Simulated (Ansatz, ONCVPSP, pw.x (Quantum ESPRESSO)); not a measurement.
## pw.x on diamond Si: one setting changed

Potential: optimised norm-conserving Vanderbilt (ONCV), ONCVPSP 4.0.1.1 (patched build), PBE; core [Ne], reference 3s2 3p2; waves: 3s: rc 2.52 bohr, ncon 4, nbas 8, qcut 2.8 1/bohr, 2 projectors, debl 0.7 Ha; 3p: rc 2.52 bohr, ncon 4, nbas 9, qcut 5 1/bohr, 2 projectors, debl 0.9 Ha; d scattering state at 0.25 Ha: rc 2.34 bohr, ncon 4, nbas 9, qcut 6.4 1/bohr, 2 projectors, debl 3.7 Ha; local part: polynomial inside 2.00 bohr (lpopt 5, dvloc0 2 Ha); core correction: polynomial model core, fcfact 0.15.

The reference run (k-mesh 8³, cutoffs 55/220 Ry, Fermi–Dirac 0.01 Ry, mixing_beta 0.4, conv_thr 1e-9, no spin) gives -0.40 GPa at 20.463 Å³/atom, where all-electron LAPW gives -0.05 GPa. This run, with its own iteration cap, changes electron_maxstep to 4, a wrong or extreme entry chosen on purpose.

```
&control
  calculation='scf', prefix='x', pseudo_dir='./', outdir='./tmp', tstress=.true., disk_io='none'
/
&system
  ibrav=0, nat=2, ntyp=1, ecutwfc=55, ecutrho=220, nbnd=11,
  occupations='smearing', smearing='fd', degauss=0.01
/
&electrons
  conv_thr=1e-09, mixing_beta=0.4, electron_maxstep=4
/
ATOMIC_SPECIES
Si 1.0 Si.UPF
CELL_PARAMETERS angstrom
  0.00000000 2.73520428 2.73520428
  2.73520428 0.00000000 2.73520428
  2.73520428 2.73520428 0.00000000
ATOMIC_POSITIONS crystal
Si 0.0000 0.0000 0.0000
Si 0.2500 0.2500 0.2500
K_POINTS automatic
8 8 8 0 0 0
```

```bash
pw.x < Si.scf.in > Si.scf.out
```

Question: How does the run end?

Answer: It does not reach self-consistency within its iteration cap.

```
Message from routine setup:
     using ibrav=0 with symmetry is DISCOURAGED, use correct ibrav instead
     lattice parameter (alat)  =       7.3098  a.u.
     unit-cell volume          =     276.1823 (a.u.)^3
     number of electrons       =         8.00
     number of Kohn-Sham states=           11
     kinetic-energy cutoff     =      55.0000  Ry
     charge density cutoff     =     220.0000  Ry
     scf convergence threshold =      1.0E-09
     Exchange-correlation= PBE
     number of k points=    29  Fermi-Dirac smearing, width (Ry)=  0.0100
     iteration #  1     ecut=    55.00 Ry     beta= 0.40
     total energy              =     -18.30274908 Ry
     estimated scf accuracy    <       0.05488220 Ry
     iteration #  2     ecut=    55.00 Ry     beta= 0.40
     total energy              =     -18.29971670 Ry
     estimated scf accuracy    <       0.01595971 Ry
     iteration #  3     ecut=    55.00 Ry     beta= 0.40
     total energy              =     -18.30025459 Ry
     estimated scf accuracy    <       0.00014999 Ry
     iteration #  4     ecut=    55.00 Ry     beta= 0.40
     c_bands:  1 eigenvalues not converged
     total energy              =     -18.30026739 Ry
     estimated scf accuracy    <       0.00000132 Ry
     convergence NOT achieved after   4 iterations: stopping
     Message from routine punch:
     Nothing written, as per user request (disk_io='none')
```

The run took about 3.4 s on one core of a shared host (Intel(R) Xeon(R) 6975P-C, 192 threads, 1512 GiB, load 55).
